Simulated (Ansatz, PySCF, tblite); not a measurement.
Ladder of methods for the cohesive energy of rock-salt NaCl

Reference value: 3.34 eV/atom (measured, static lattice: zero-point vibration energy added; as tabulated in Mejia-Rodriguez and Trickey (2018), arXiv:1807.09216).

```json
[
 {"level (code)": "GFN2-xTB (tblite)", "value (eV/atom)": "3.56", "cell (Å³/atom)": "21.47", "error (eV/atom)": "+0.22"},
 {"level (code)": "PBE (PySCF)", "value (eV/atom)": "3.11 ± 0.04", "cell (Å³/atom)": "23.13", "error (eV/atom)": "-0.23"},
 {"level (code)": "r²SCAN (Ansatz)", "value (eV/atom)": "3.28", "cell (Å³/atom)": "22.04", "error (eV/atom)": "-0.06"},
 {"level (code)": "PBE0 (PySCF)", "value (eV/atom)": "3.12 ± 0.04", "cell (Å³/atom)": "22.65", "error (eV/atom)": "-0.22"},
 {"level (code)": "Hartree–Fock (PySCF)", "value (eV/atom)": "2.60 ± 0.04", "cell (Å³/atom)": "23.85", "error (eV/atom)": "-0.74"}
]
```

Leaving aside GFN2-xTB (doubt noted below): Of the ranked levels r²SCAN (-0.06 eV/atom) comes nearest. Farthest off among them: Hartree–Fock (-0.74 eV/atom). Within 0.3 eV/atom: PBE, r²SCAN, PBE0. All 4 levels lie below the reference.

A ± on a computed value is a rough bar: the spread of its extrapolation, a floor set from checks against published values, or a statistical error. GFN2-xTB: the free atoms are run in the same model without spin. GFN2-xTB: the method was fitted mainly to molecules. GFN2-xTB: the run uses a supercell at the zone centre in place of a k mesh. Each level is taken at its own relaxed cell. Ansatz's density-functional and Hartree–Fock values are scalar-relativistic unless marked +SOC, with PAW data made under PBE.

Differences are worked out from the printed values.

Ansatz is a first-principles code.
